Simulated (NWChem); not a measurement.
**BH2Cl (SMILES BCl) at HF/def2-TZVP**

Aim: the vertical ionisation energy of BH2Cl at HF/def2-TZVP, from 2 runs. 

Program for the calculation: NWChem 7.3.0.

### Step 1. The structure to begin with

BH2Cl has 4 atoms, charge 0, and is taken as a singlet. As SMILES, `BCl`. The coordinates come from a PBE0-D4/def2-TZVP relaxation.

Bond lengths: B1–Cl2 1.733 Å, B1–H3 1.190 Å, B1–H4 1.190 Å. Angles: Cl2–B1–H3 118.1°, Cl2–B1–H4 118.1°, H3–B1–H4 123.7°.

### Step 2. Energy and gradient at HF/def2-TZVP

The input, a.nw:

```
START a
TITLE "BClH2 hf"
memory 2200 mb
GEOMETRY noautosym nocenter noautoz
  B    -0.116700    0.021700   -0.075300
  Cl    1.365000   -0.395300    0.721200
  H    -1.106200   -0.559500    0.240400
  H    -0.086600    0.872800   -0.906600
END
BASIS spherical bse
  * library def2-TZVP
END
SCF
  thresh 1e-08
  maxiter 80
END
TASK scf gradient
```

The run is started by

```console
$ nwchem a.nw > a.out
```

Log:

```text
[...]
  functions       =    80
[...]
  wavefunction    = RHF
[...]
         Total SCF energy =   -485.390007934940
      One-electron energy =   -744.288235178612
      Two-electron energy =    221.115208524841
 Nuclear repulsion energy =     37.783018718832
        Time for solution =     11.1s
[...]
                         RHF ENERGY GRADIENTS
    atom               coordinates                        gradient
                 x          y          z           x          y          z
   1 B      -0.220531   0.041007  -0.142296    0.008994  -0.002493   0.004795
   2 Cl      2.579476  -0.747009   1.362870   -0.007304   0.002053  -0.003923
   3 H      -2.090415  -1.057302   0.454290   -0.002809  -0.002526   0.001761
   4 H      -0.163650   1.649353  -1.713226    0.001119   0.002967  -0.002633
[...]
```

Run time: 17 s. Hardware: 1 thread of Intel Xeon at 2.70GHz, shared host; peak memory 0.1 GiB.

### Step 3. The doublet cation: the energy at UHF/def2-TZVP

The input, mymol.nw:

```
START mymol
TITLE "BClH2 hf"
memory total 2200 mb
charge 1

GEOMETRY units angstrom noautosym nocenter noautoz
B       -0.116700       0.021700      -0.075300
Cl       1.365000      -0.395300       0.721200
H       -1.106200      -0.559500       0.240400
H       -0.086600       0.872800      -0.906600
END

BASIS spherical bse
* library def2-TZVP
END

SCF
doublet
uhf
thresh 1e-08
maxiter 80
print medium
END

TASK scf energy
```

The run is started by

```console
$ nwchem mymol.nw > mymol.out
```

Log:

```text
[...]
  functions       =    80
[...]
  wavefunction    = UHF
[...]
         Total SCF energy =   -484.996848524879
      One electron energy =   -736.040432007305
      Two electron energy =    213.260564763594
 Nuclear repulsion energy =     37.783018718832
                       Sz =      0.5000
                 Sz(Sz+1) =      0.7500
                      S^2 =      0.7652
[...]
```

Wall time 59 s (1 thread of Intel Xeon at 2.70GHz, shared host); peak memory 0.1 GiB.

### Step 4. Results

At HF/def2-TZVP:

| quantity | value |
| --- | --- |
| singlet BH2Cl: total energy | -485.39001 Eh |
| singlet BH2Cl: dipole moment | 0.88 D |
| singlet BH2Cl: HOMO energy | -11.96 eV |
| singlet BH2Cl: LUMO energy | 1.71 eV |
| singlet BH2Cl: HOMO–LUMO gap | 13.67 eV |
| singlet BH2Cl: largest force on an atom | 0.540 eV/Å |
| doublet cation: total energy | -484.99685 Eh |
| doublet cation: HOMO energy (highest over α and β) | -20.95 eV |
| doublet cation: LUMO energy (lowest over α and β) | -9.41 eV |
| doublet cation: ⟨S²⟩ | 0.765 |
| vertical ionisation energy (to the doublet cation) | 10.698 eV |

The vertical ionisation energy comes to 10.70 eV (1032 kJ/mol). The largest force (singlet BH2Cl) is 0.54 eV/Å: the shape isn't a stationary point for this species at this level. The negative HOMO energy of the first species, 11.96 eV, lies 1.26 eV above that difference. Mulliken charges (singlet BH2Cl) run from -0.17 on Cl2 to +0.14 on B1. Mulliken charges (doublet cation) run from +0.10 on B1 to +0.55 on Cl2; they depend strongly on the basis.
